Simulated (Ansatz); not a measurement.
**CH2B (quartet): from Hartree-Fock to the top rungs, def2-TZVPP**

The task here is to estimate one member of a computed series from the others.

Computed with Ansatz 0.2.0, Gaussian basis. Level: def2-TZVPP, core rule «outside noble gas», up to 2 orbitals frozen.

Plan: UHF; ROHF; CCSD(T) on UHF.

## What is computed

The geometry is a PBE0/def2-TZVP stationary point (not a proven minimum).

4 atoms, charge 0, spin multiplicity 4.

Atoms are counted from 1 here; the program's logs count them from 0.

Bond lengths: B1–C2 1.505 Å, C2–H3 1.092 Å, C2–H4 1.092 Å. Angles: B1–C2–H3 123.3°, B1–C2–H4 123.3°, H3–C2–H4 113.4°.

Set-up of the first run:

File in.yaml:

```yaml
crystal:
  periodic: [false, false, false]
  atoms:
    - {symbol: B, position_ang: [0.000000, 0.000000, 0.898833]}
    - {symbol: C, position_ang: [0.000000, 0.000000, -0.606573]}
    - {symbol: H, position_ang: [0.000000, -0.912704, -1.206376]}
    - {symbol: H, position_ang: [0.000000, 0.912704, -1.206376]}
basis:
  gaussian: {orbitals: def2-TZVPP}
magnetization: {spin_polarized: true, initial_magnetization: 3}
hamiltonian: {xc: hf}
output: {orbitals: {seedname: orbitals}}
```

Started as:

```
> ansatz run in.yaml --threads 1 --pin off --events-out ev --progress --plain --max-ram 4096MiB --backend cpu
```

Steps of the session up to this table: UHF; ROHF; CCSD(T) on UHF.

One of the session's tables, all rows but one given; the rest of the session is left out.

```
  method  from UCCSD(T) (kcal/mol)
    ROHF                   +138.59
     UHF                   +136.85
    UMP2                         ?
   UCCSD                     +4.63
UCCSD(T)                         0
```

**Question.** Estimate the row for UMP2.

As computed: from UCCSD(T) (kcal/mol): +20.36. In the column «from UCCSD(T) (kcal/mol)» it lies between UCCSD (+4.63) and UHF (+136.85).

With the free atoms at the same levels and basis (separate runs), the atomisation energy is 11.055 eV at UCCSD(T), 9.481 eV at ROHF.
